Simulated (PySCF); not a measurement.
A species of formula C4H6N2 has this rotational fingerprint, computed with PySCF 2.14.0, PBE0-D3(BJ)/def2-SVP geometry optimisation, gas phase:

| Quantity | Value |
| --- | --- |
| Rotational constants | A = 9230, B = 3635, C = 2652 MHz |
| Dipole components | \|μa\| = 3.96 D, \|μb\| = 1.04 D, \|μc\| = 0.00 D |
| Inertial defect | -3.23 u·Å² |
| κ | -0.70 |

Question: Which candidate fits, each taken in the one conformer that was computed?
A. `[CH2:1]=[CH:2]/[N:3]=[CH:4]\[N:5]=[CH2:6]` with C1–C2–N3–C4 -168°, N3–C4–N5–C6 81°
B. `Cc1cnc[nH]1`
C. `Cn1ccnc1`
D. `[CH2:1]=[C:2]([C:3]#[N:4])[CH2:5][NH2:6]` with C1–C2–C5–N6 123°, C2–C5–N6–H -54° and 65°

Answer: C. It is Cn1ccnc1, an asymmetric top. The candidates at the same level (rigid rotor, commonest isotopes):

| SMILES | A (MHz) | B (MHz) | C (MHz) | μa (D) | μb (D) | μc (D) | Δ (u·Å²) | point group | rotor |
| --- | --- | --- | --- | --- | --- | --- | --- | --- | --- |
| C=C(C#N)CN | 4589 | 3260 | 2056 | 1.81 | 2.52 | 0.46 | -19.36 | C1 | asymmetric top |
| C=C/N=C\N=C | 9182 | 2225 | 1889 | 1.84 | 1.76 | 0.95 | -14.61 | C1 | near-prolate asymmetric top |
| Cc1cnc[nH]1 | 9107 | 3491 | 2564 | 2.69 | 2.99 | 0.00 | -3.19 | Cs | asymmetric top |
| Cn1ccnc1 | 9230 | 3635 | 2652 | 3.96 | 1.04 | 0.00 | -3.23 | near Cs | asymmetric top |

`C=C(C#N)CN` has A 50 % too low; `Cc1cnc[nH]1` has B 4 % too low; `C=C/N=C\N=C` has B 39 % too low. No structure here is proved a minimum.
